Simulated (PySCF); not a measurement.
C3H4ClN.
Atom-mapped SMILES: `[H]/[N:5]=[CH:4]\[C:2](=[CH2:1])[Cl:3]` (hydrogens: H6, H7 on C1; H8 on C4; H9 on N5)

The geometry is computed with GFN2-xTB (gas phase).

Task: Give the optimised bond lengths and angles.

Result: 
| bond | length (pm) |
| --- | --- |
| C1=C2 | 132.9 |
| C2–Cl3 | 173.7 |
| C2–C4 | 146.9 |
| C4=N5 | 125.4 |
| C1–H6 | 107.6 |
| C1–H7 | 107.6 |
| C4–H8 | 108.6 |
| N5–H9 | 102.1 |

A selection of angles:
| angle | degrees |
| --- | --- |
| C2–C1–H6 | 122.3 |
| C2–C1–H7 | 120.5 |
| H6–C1–H7 | 117.2 |
| C1–C2–Cl3 | 120.7 |
| C1–C2–C4 | 123.7 |
| Cl3–C2–C4 | 115.6 |
| C2–C4–N5 | 128.4 |
| C2–C4–H8 | 114.3 |
| N5–C4–H8 | 117.3 |
| C4–N5–H9 | 114.5 |

Dihedral angles: C1–C2–C4–N5 180° (antiperiplanar); H9–N5–C4–C2 0° (synperiplanar).

N5 (imine nitrogen) is bent (angle 114.5°). The 2 C–C bonds span 1.329 Å (C1=C2, drawn double) to 1.469 Å (C2–C4, drawn single), a spread of 0.140 Å. The 5 heavy atoms lie in one plane (0.000 Å rms). Of the pairs four or more bonds apart, Cl3···H9 is among the closest relative to their van der Waals radii: 2.55 Å, 87 % of the sum of Bondi's values.

Point group: Cs (tolerance 0.08 Å). No frequency check. One conformer, not necessarily the lowest.
